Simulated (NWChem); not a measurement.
## Total energies of silicon monoxide (OSi)

```
Si
O 1 1.5233
```
Charge 0, spin multiplicity 1.

The numbers come from NWChem runs, not from measurements. The geometry was optimised at PBE0/def2-SVP, a minimum by its harmonic frequencies.

Basis set: def2-SVP (32 functions).

| method | total energy (Ha) |
|---|---|
| RHF | -363.63441 |
| MP2 | -363.90755 |
| B2PLYP | -364.38504 |
| PBE | -364.34338 |
| B3LYP | -364.58310 |
| LC-wPBE (omega 0.3 per bohr) | -364.37115 |
| CCSD(T) | -363.92456 |

Total energies of different functionals aren't comparable as a measure of quality: only differences taken within one method are. 

The correlated methods keep 6 core orbitals frozen. B3LYP has NWChem's definition, with VWN1-RPA local correlation. Coupled-cluster values serve here as a point of comparison, not as the truth.
